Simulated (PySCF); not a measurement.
Rigid-rotor lines calculated for a species of formula C5H10 (commonest isotopes; PBE0-D3(BJ)/def2-TZVP geometry optimisation, gas phase (PySCF 2.14.0)), labelled J(Ka,Kc):

```csv
transition,MHz
"2(1,2) ← 1(1,1)",11897.7
"1(0,1) ← 0(0,0)",6354.7
"2(0,2) ← 1(0,1)",12598.7
"2(1,1) ← 1(1,0)",13521.2
```

Question: Find the rotational constants.

Answer: 1(0,1) ← 0(0,0) is B + C, 2(1,1) ← 1(1,0) is 3B + C and 2(1,2) ← 1(1,1) is B + 3C, so B − C is half the difference of the last two, 811.8 MHz. A enters only through 2(0,2) ← 1(0,1) = 2A + B + C − 2√((B − C)² + (A − C)(A − B)). A = 7612, B = 3583.2, C = 2771.5 MHz.

Question: What moments of inertia, asymmetry and inertial defect follow?

Answer: I = 505379 MHz·u·Å² over each constant: Ia = 66.39, Ib = 141.04, Ic = 182.35 u·Å²; κ = (2B − A − C)/(A − C) = -0.665 (asymmetric top); Δ = Ic − Ia − Ib = -25.08 u·Å².

Question: Which dipole components do these lines need?

Answer: μa (a-type: ΔKa even, ΔKc odd). The calculation gives |μa| = 0.36 D, |μb| = 0.00 D, |μc| = 0.06 D.

Question: Predict further lines from these constants: 1(1,0) ← 1(1,1); 4(1,3) ← 4(1,4); 4(3,1) ← 3(3,0); 3(2,1) ← 2(2,0); 4(2,3) ← 3(2,2); 3(2,1) ← 3(2,2); 4(1,4) ← 3(1,3); 3(0,3) ← 2(0,2); 3(1,3) ← 2(1,2); 2(1,1) ← 2(1,2); 3(1,2) ← 2(1,1); 4(3,2) ← 3(3,1); 4(2,2) ← 4(2,3); 3(1,2) ← 3(1,3).

Answer: 
| transition | MHz | type | branch |
| --- | --- | --- | --- |
| 3(2,1) ← 3(2,2) | 541 | a | Q |
| 1(1,0) ← 1(1,1) | 812 | a | Q |
| 4(2,2) ← 4(2,3) | 1542 | a | Q |
| 2(1,1) ← 2(1,2) | 2435 | a | Q |
| 3(1,2) ← 3(1,3) | 4861 | a | Q |
| 4(1,3) ← 4(1,4) | 8051 | a | Q |
| 3(1,3) ← 2(1,2) | 17782 | a | R |
| 3(0,3) ← 2(0,2) | 18634 | a | R |
| 3(2,1) ← 2(2,0) | 19494 | a | R |
| 3(1,2) ← 2(1,1) | 20207 | a | R |
| 4(1,4) ← 3(1,3) | 23600 | a | R |
| 4(2,3) ← 3(2,2) | 25332 | a | R |
| 4(3,2) ← 3(3,1) | 25615 | a | R |
| 4(3,1) ← 3(3,0) | 25671 | a | R |

Question: Which structure gave them?

Answer: `C=CC(C)C` (3-methyl-1-butene), point group Cs. Three constants can't fix a structure by themselves; this is the one that was computed:
```xyz
15
C5H10 angstrom
C      2.229   -0.163   -0.168
C      1.039   -0.274    0.404
C     -0.265    0.096   -0.229
C     -0.951    1.204    0.566
C     -1.171   -1.126   -0.344
H      2.336    0.221   -1.178
H      3.138   -0.450    0.347
H      0.972   -0.665    1.420
H     -0.055    0.470   -1.238
H     -0.323    2.095    0.627
H     -1.901    1.483    0.103
H     -1.163    0.872    1.587
H     -1.390   -1.539    0.645
H     -0.702   -1.912   -0.939
H     -2.123   -0.862   -0.813
```

The values belong to one conformer (point group Cs) with, in the numbering `[CH2:1]=[CH:2][CH:3]([CH3:4])[CH3:5]`, C1–C2–C3–C4 -118°. Stationary, but not proved a minimum. Constants of a rigid frame at the computed geometry: no zero-point averaging, no centrifugal distortion. A rigid rotor knows nothing of internal rotation, which can split or shift real lines.
